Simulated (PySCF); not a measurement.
Species: dimethylamine, C₂H₇N.
Bonds: C1–N2, N2–C3. Hydrogens: H4, H5, H6 on C1; H7 on N2; H8, H9, H10 on C3.

The closed-shell ground state was solved at several levels (PySCF, density fitting, gas phase, non-relativistic). Geometry: GFN2-xTB; no solvent, vibrations or thermal averaging.

```
              level  basis functions  HOMO (eV)  LUMO (eV)  gap (eV)  dipole (D)
CAM-B3LYP/def2-SVPD              116      -7.83       1.45      9.28        1.04
      PBE0/pcSseg-1               86      -6.26       1.55      7.81        1.05
        B3LYP/pcJ-1              151      -6.02       1.24      7.26        1.02
```

Q: Estimate the row for PBE0/def2-SVPD, a basis of 116 functions; the other rows only guide the guess.

A: HOMO -6.39 eV, LUMO 0.83 eV, gap 7.22 eV, dipole 1.00 D.

Q: Over all these levels, which gives the widest orbital gap and which the narrowest?

A: CAM-B3LYP/def2-SVPD (range-separated hybrid) has the widest, 9.28 eV, and PBE0/def2-SVPD (global hybrid, 25 % exact exchange) the narrowest, 7.22 eV. The two share the basis. From the narrowest to the widest the HOMO moves by -1.44 eV and the LUMO by +0.62 eV.

Q: How far do the dipole and the HOMO energy spread over the levels?

A: The dipole runs from 1.00 to 1.05 D (mean 1.03 D) and the HOMO from -7.83 to -6.02 eV.
